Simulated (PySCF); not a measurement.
Fluorine: a sound run and one with changed settings

Sound run: F [He] 2s2 2p5, F+ [He] 2s2 2p4. Computed with PySCF 2.14 in def2-TZVP, with no relativity, point nucleus. In the sound run the correlated levels freeze 1s2. The sound run starts from symmetry-adapted Hartree-Fock orbitals and uses a fine grid where one is needed.

Changed run: initial guess atom, at most 50 SCF cycles.

| species | method | sound run (hartree) | changed run (hartree) | converged |
| --- | --- | --- | --- | --- |
| F | UHF | -99.41180 | -99.41180 | yes |
| F | PBE0 | -99.67618 | -99.67618 | yes |
| F | CCSD(T) | -99.62506 | -99.62506 | yes |
| F+ | TPSS | -99.13388 | -99.13388 | yes |
| F+ | MP2 | -98.97723 | -98.97723 | yes |

Here the plain start reaches the same solutions.
